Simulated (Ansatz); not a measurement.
Results of LDA in Ansatz (PAW) for fluorite CeO₂.

Settings: plane-wave cutoff 520 eV, 8×8×8 k mesh, perturbation theory, no spin polarisation, scalar-relativistic PAW data made under PBE.

Cell (relaxed at this level):

```
CeO2
1.0
    0.00000     2.67920     2.67920
    2.67920     0.00000     2.67920
    2.67920     2.67920     0.00000
Ce O
1 2
Direct
  0.00000   0.00000   0.00000
  0.25000   0.25000   0.25000
  0.75000   0.75000   0.75000
```

Problem. Estimate the electronic dielectric constant ε∞ and static dielectric constant that the calculation returns.

Solution. 
* **electronic dielectric constant ε∞**: 7.72
* **static dielectric constant**: 26.8

Measured, for comparison: high-frequency dielectric constant 5.31 (temperature not stated, no zero-point or thermal correction; as tabulated in Toward a consistent prediction of defect chemistry in CeO2 (PMC9835833)). Computed (rounded) less measured: high-frequency dielectric constant +45 %.

Spin–orbit coupling is not included.

The result took very roughly 9 core-minutes.

Ansatz is a first-principles code.
